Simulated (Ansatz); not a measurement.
Solid bromine was calculated with rVV10 (Ansatz, a program for electronic structure, PAW).

Numerical settings: plane-wave cutoff 520 eV, 10×10×4 k mesh (along the axes of the cell as run), Fermi–Dirac smearing 0.01 eV, scalar-relativistic PAW data made under PBE.

Cell (relaxed at this level):

```cif
data_Br4
_chemical_formula_sum 'Br4'
_space_group_name_H-M_alt 'P 1'
_space_group_IT_number 1
_cell_length_a 4.00261
_cell_length_b 4.00261
_cell_length_c 8.65335
_cell_angle_alpha 90.000
_cell_angle_beta 90.000
_cell_angle_gamma 117.261
loop_
_space_group_symop_operation_xyz
  'x, y, z'
loop_
_atom_site_label
_atom_site_type_symbol
_atom_site_fract_x
_atom_site_fract_y
_atom_site_fract_z
_atom_site_occupancy
Br1 Br 0.84420 0.84420 0.88037 1
Br2 Br 0.65580 0.65580 0.38037 1
Br3 Br 0.34420 0.34420 0.61963 1
Br4 Br 0.15580 0.15580 0.11963 1
```

### Question
Predict the bulk modulus, band gap, smallest direct gap on the k points sampled and direct gap at Γ.

### Answer

- bulk modulus = 15.5 GPa
- band gap = 1.13 eV (indirect)
- smallest direct gap on the k points sampled = 1.22 eV
- direct gap at Γ = 1.23 eV

Note: the bulk modulus comes from volumes at which shape and atoms were relaxed.

Spin–orbit coupling is not included.

The computed numbers hold no vibrational or temperature effects.

Cost on a shared machine: very roughly 11 core-minutes.
